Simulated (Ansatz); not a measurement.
A nudged elastic band was laid between two geometries of CH5NOS (9 atoms, charge 0, multiplicity 1).

All numbers below come from RKS PBE0-D4/cc-pVDZ (Ansatz).

| Property | Result |
| --- | --- |
| movable images | 7 |
| climbing image | yes |
| spring | 5.0 eV/Å² |
| optimiser | quadratic models (default) |
| start path | through a guess of the saddle point |
| force threshold | 0.03 eV/Å |
| iteration limit | 60 |
| end points | relaxed |

Initial state:

```xyz
9
Properties=species:S:1:pos:R:3
N -0.143 1.568 -0.242
C 0.326 0.234 -0.251
O -0.396 -0.547 0.725
S 0.203 -2.112 0.932
H -1.142 1.593 -0.446
H -0.020 1.978 0.683
H 1.403 0.202 -0.014
H 0.172 -0.212 -1.250
H -0.405 -2.703 -0.138
```

Final state:

```xyz
9
Properties=species:S:1:pos:R:3
N -0.269 1.356 -0.220
C 0.412 0.144 -0.252
O -0.186 -0.898 0.652
S 0.738 -2.526 0.562
H -1.183 1.356 -0.663
H -0.306 1.795 0.695
H 1.427 0.211 0.154
H 0.437 -0.306 -1.254
H -1.070 -1.132 0.327
```

(1) What changes between the two ends?

(2) Give the energies along the band, and the barrier.

(3) What is the geometry of the highest image?

(4) What are the harmonic wavenumbers there?

Results:

(1) Bonds broken: S4–H9. Bonds formed: O3–H9.

(2) The forces met the threshold. The highest image is number 5 of 0 to 8, 1.86 eV above the first end and 0.56 eV above the last; the last end lies 1.30 eV above the first. A vibrational analysis at the climbing image gives one clearly imaginary mode, 1393i cm⁻¹: a first-order saddle point. The orbitals stay closed-shell, which can raise the energy where a bond breaks towards radicals; this wasn't checked here.

```csv
image,path coordinate (Å),energy (eV),S4–H9 (Å),O3–H9 (Å)
0,0.00,0.00,1.37,2.32
1,0.36,0.01,1.36,2.31
2,0.73,0.04,1.36,2.28
3,1.09,0.30,1.34,2.02
4,1.46,1.18,1.36,1.64
5,1.82,1.86,1.52,1.22
6,2.12,1.56,1.84,1.01
7,2.42,1.33,2.17,0.97
8,2.71,1.30,2.30,0.97
```

(3) 
```xyz
9
Properties=species:S:1:pos:R:3:forces:R:3
N -0.228 1.444 -0.240 0.00 -0.01 0.00
C 0.395 0.184 -0.245 0.01 0.01 -0.01
O -0.259 -0.715 0.704 -0.01 0.00 0.01
S 0.472 -2.461 0.605 0.00 0.00 0.00
H -1.195 1.397 -0.552 0.00 0.00 0.00
H -0.208 1.873 0.683 0.00 0.00 0.00
H 1.444 0.255 0.083 0.00 0.00 0.00
H 0.360 -0.281 -1.243 0.00 0.00 0.00
H -0.781 -1.696 0.205 0.00 0.00 0.00
```

(4) 1393i, 105, 220, 387, 422, 612, 707, 798, 918, 940, 1218, 1252, 1363, 1387, 1481, 1660, 2150, 3079, 3145, 3544, 3637 cm⁻¹.

Run time: 70 s on 2 threads of Intel(R) Xeon(R) 6975P-C (Granite Rapids), on a shared host, peak memory 0.18 GiB.
